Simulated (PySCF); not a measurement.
# SiCl⁺ at PBE0

Level: PBE0. PySCF, no relativity, basis sets Si def2-TZVP, Cl def2-TZVP.

For SiCl⁺, the state is ³Π (triplet), unpaired electrons σ ↑, π ↑, a second solution, started from another occupation. The bond length is 1.976 Å and the harmonic wavenumber is 601 cm⁻¹. The force constant is 3.31 mdyn/Å and the rotational constant Be is 0.2778 cm⁻¹. The anharmonicity ωexe is 4.77 cm⁻¹ and the vibration–rotation constant αe is 0.00219 cm⁻¹. The energy of the minimum from ground-state Si⁺ + Cl is -1.62 eV. The bond order (Mayer) is 1.63 and the dipole moment (positive dipole points towards Cl; it is taken about the centre of mass and depends on that origin) is -3.64 D.

For an ion De counts to the pair picked by the measured ionisation energies or electron affinities, which need not be the lowest pair at this level. Counting both spins, an empty level lies below a filled one in this solution, because spin and occupation are held.
